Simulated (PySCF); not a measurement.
# Gas-phase XPS of `C[S@@](=O)C=S`, computed

Compound: C2H4OS2.
Structure used (PBE0-D3(BJ)/def2-SVP), in Å, numbered top down from 1:
```
atom  x, y, z in Å
C1    -0.7712    0.3269   -0.9336
S2     0.8829    0.5102   -0.2077
O3     0.9479    1.8264    0.4984
C4     0.7381   -0.7925    1.0421
S5     0.2719   -2.3120    0.8045
H6    -0.9089   -0.7196   -1.2378
H7    -1.5039    0.6337   -0.1748
H8    -0.8052    1.0003   -1.7996
H9     1.1466   -0.4021    1.9918
```

Theory: delta-SCF UKS SCAN, pcX-2 on the ionised atom, pcseg-1 elsewhere, spin-free X2C (PySCF). These are vertical core ionisation energies against the vacuum level, from separate self-consistent calculations with and without the core hole.

**Question.** Give the core binding energies atom by atom.

**Answer.** 
```csv
atom(s),environment,level,binding energy (eV),above the level's lowest (eV),count
S2,sulfinyl sulfur,S 1s,2480.38,+3.24,1
S5,thiocarbonyl sulfur,S 1s,2477.14,0.00,1
O3,sulfinyl oxygen,O 1s,536.89,0.00,1
C4,thiocarbonyl carbon,C 1s,292.36,+0.75,1
C1,S-methyl carbon,C 1s,291.61,0.00,1
```

Lowest listed C 1s: C1, bonded to S and 3 H. Highest, 0.75 eV above it: C4, bonded to S (double bond), S and H.

Lowest listed S 1s: S5, bonded to C (double bond). Highest, 3.24 eV above it: S2, bonded to O (double bond) and 2 C. Summing the Pauling electronegativity differences to the bonded atoms, each weighted by its formal bond order, gives -0.06 for the lowest site and +1.66 for the highest.

**Question.** Which effective nuclear charge Zeff reproduces each element's mean 1s value in the hydrogen-like formula E = 13.606 eV × Zeff²?

**Answer.** C (Z = 6): mean 292.0 eV, Zeff = 4.63, Z − Zeff = 1.37; O (Z = 8): mean 536.9 eV, Zeff = 6.28, Z − Zeff = 1.72; S (Z = 16): mean 2478.8 eV, Zeff = 13.50, Z − Zeff = 2.50. Means run over the listed sites, weighted by atom count.

Not every level is listed. Spin contamination (⟨S²⟩ against 0.75 for a pure doublet) is marked for C 1s of C4 (0.86), which makes this value less certain. One conformer (not necessarily the lowest) at the PBE0-D3(BJ)/def2-SVP geometry, without solvent, vibrations or thermal averaging.
